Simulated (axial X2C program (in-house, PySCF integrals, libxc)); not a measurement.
## Correcting the dissociation energy of O₂ for spin–orbit coupling

A spin-free CCSD(T) curve (one-electron X2C) was computed with an in-house relativistic program for diatomic molecules, basis O dyall-av3z [7s6p3d2f] (cores contracted in-house), for the state M_S = 1, Λ = 0 (beyond evenly filled blocks: π+α, π-α). It gives D0 = 4.881 eV to O + O, which in a spin-free picture are the weighted means of the ground terms.

Correlated methods: 12 electrons correlated (number of frozen shells: O 1 s), 196 virtual spin orbitals or spinors in MP2, 125 natural virtuals in coupled cluster.

Measured levels of the ground terms (NIST Handbook of Basic Atomic Spectroscopic Data), in cm⁻¹: O 3P: J = 2 at 0, J = 1 at 158.3, J = 0 at 227.

The molecular state has Λ = 0, so it has no first-order lowering.

**Question.** How far does each ground level lie under the (2J+1)-weighted mean of its term?

**Answer.** O: (5 × 0 + 3 × 158.3 + 1 × 227)/9 = 78 cm⁻¹, counted twice.

**Question.** Correct D0.

**Answer.** D0 = 4.881 + (0 − 156)/8065.5 = 4.862 eV at CCSD(T) with these spin–orbit terms. The direct two-component run, taken to the lowest atomic determinants of a wider search where it found them, gives 4.869 eV; the difference holds second-order terms in the molecule, scalar two-electron terms, the gap between measured and computed atomic splittings (a 2c atom can miss part of its lowering) and, in coupled cluster, the truncation of each run.

Second-order spin–orbit effects in the molecule, which grow quickly with Z, are left out. The state is one determinant whose occupation by symmetry is held fixed; it was picked as the lowest of a PBE0 search that is not exhaustive. De is counted from the lowest determinant-based energies of the atoms at the same level, without counterpoise correction. Coupled cluster ran in a truncated set of natural virtual spinors; the MP2 energy of the rest was added. (T) has no such correction and the atoms are truncated less, which lowers De at CCSD(T) by a hundredth of an eV or more.
